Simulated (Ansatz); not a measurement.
Name a neutral molecule of C, F, O, S and H with LUMO energy (PBE0/def2-TZVPP) between 0.00 and 0.30 eV and HOMO energy (B3LYP/def2-TZVPP) between -7.25 and -6.95 eV (Ansatz, PBE0-D4/def2-TZVP geometry).

`COC(F)S` (0.26 eV, -7.10 eV); `CC(O)(F)S` (0.00 eV, -7.21 eV); `FC1(S)CCO1` (0.24 eV, -7.06 eV). Other molecules can fit too; these were computed, each in one conformer that needn't be the lowest.

B3LYP here is the variant with VWN-RPA as its local correlation; programs differ in this.
